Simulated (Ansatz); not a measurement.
The input, for Ansatz 0.2.0:

```yaml
crystal:
  periodic: [false, false, false]
  atoms:
    - {symbol: C, position_ang: [-1.224270, -0.011167, 0.003583]}
    - {symbol: Cl, position_ang: [0.548831, 0.005006, -0.001606]}
    - {symbol: H, position_ang: [-1.581362, 1.015979, 0.006355]}
    - {symbol: H, position_ang: [-1.564648, -0.530992, 0.896038]}
    - {symbol: H, position_ang: [-1.569898, -0.528002, -0.888591]}
basis:
  gaussian: {orbitals: cc-pVTZ}
hamiltonian: {xc: {name: PBE0}}
output: {orbitals: {seedname: orbitals}}
```

```sh
$ ansatz run in.yaml --threads 1 --pin off --events-out ev --progress --plain --max-ram 2816MiB --backend cpu
```

Output:

```
652 factors; their error is unknown
mean field evaluation 1: about -13601.4460 eV, gradient 3.4e1 eV
mean field evaluation 2: about -13600.4137 eV, gradient 3.8e1 eV
mean field evaluation 4: about -13604.0375 eV, gradient 7.1e-1 eV
mean field evaluation 8: about -13604.1100 eV, gradient 2.8e-1 eV
mean field evaluation 16: about -13604.1101 eV, gradient 5.4e-5 eV
mean field -13604.11005507 eV, -499.9418233270 hartree, gradient 5.4e-5 eV, S^2 0.000000; 0 other end points of the search recorded, 0 dependent functions left out
reference -13604.11007504 eV, -499.9418240606 hartree; 13, 13 occupied and 93, 93 virtual orbitals, 652 factors
Total energy: -13604.11007504 eV, -499.9418240606 hartree
```

Ran on 1 thread of AMD EPYC 7R13, shared host: 1.1 s wall, 0.19 GiB peak host memory.
